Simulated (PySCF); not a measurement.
An unknown is described by computed data only.

Formula: C2F4.

| Item | Value |
| --- | --- |
| Polarisability | 29.3 au [CAM-B3LYP/def2-SVPD] |
| NMR, other nuclei | isotropic shieldings of nuclei other than C and H, by class: 310 (4 F) ppm [GIAO PBE0/pcSseg-1] |
| Dipole | 0.00 D [CAM-B3LYP/def2-SVPD] |
| Triplet | lowest triplet excitation (Tamm–Dancoff): 4.60 eV [TDA CAM-B3LYP/def2-SVPD] |
| 13C NMR | chemical shifts (computed TMS as zero) by class: 156.6 (2 C) ppm [GIAO PBE0/pcSseg-1] |
| Rotational structure | rotational constants A, B, C: 5.536, 3.165, 2.014 GHz [GFN2-xTB] |
| UV, strongest line | among the 8 lowest singlet transitions: S4 at 8.32 eV (149 nm, f = 0.422) [TDDFT CAM-B3LYP/def2-SVPD] |
| UV, first state | lowest singlet excitation: 6.83 eV (181 nm, f = 0.015) [TDDFT CAM-B3LYP/def2-SVPD] |
| Couplings | largest of the computed one-bond spin–spin couplings (means over like bonds): 19F–13C -362.2 (×4), 13C–13C +217.1 Hz [B3LYP/pcJ-1] |

Gas-phase values; electronic properties from PySCF, density fitting. Levels stand in brackets. Geometry: GFN2-xTB; no solvent, vibrations or thermal averaging. Each NMR value is the plain mean over a class of atoms that symmetry, rotation or inversion makes alike.

Question: What is the compound? Reason from the data.

Answer: Numbering: `[F:1][C:2]([F:3])=[C:4]([F:5])[F:6]`. Its formula, C2F4, gives 1 degree of unsaturation: 0 rings and 1 π bond in the structure found. 2 carbons fall into 1 class: =CF2 carbon [C2/C4] (156.6 ppm, 2 C). The other shieldings belong to: 310 ppm, vinyl fluorine [F1/F3/F5/F6]. The couplings run between: -362.2 Hz, vinyl fluorine [F1] and =CF2 carbon [C2] (with 3 like pairs); +217.1 Hz, =CF2 carbon [C2] and =CF2 carbon [C4]. The vanishing dipole is forced by symmetry. The optimised geometry has point group D2h and is an asymmetric top. Structure: tetrafluoroethene (`FC(F)=C(F)F`). The assignments are read from this structure; whether some other isomer fits the data as well wasn't checked.
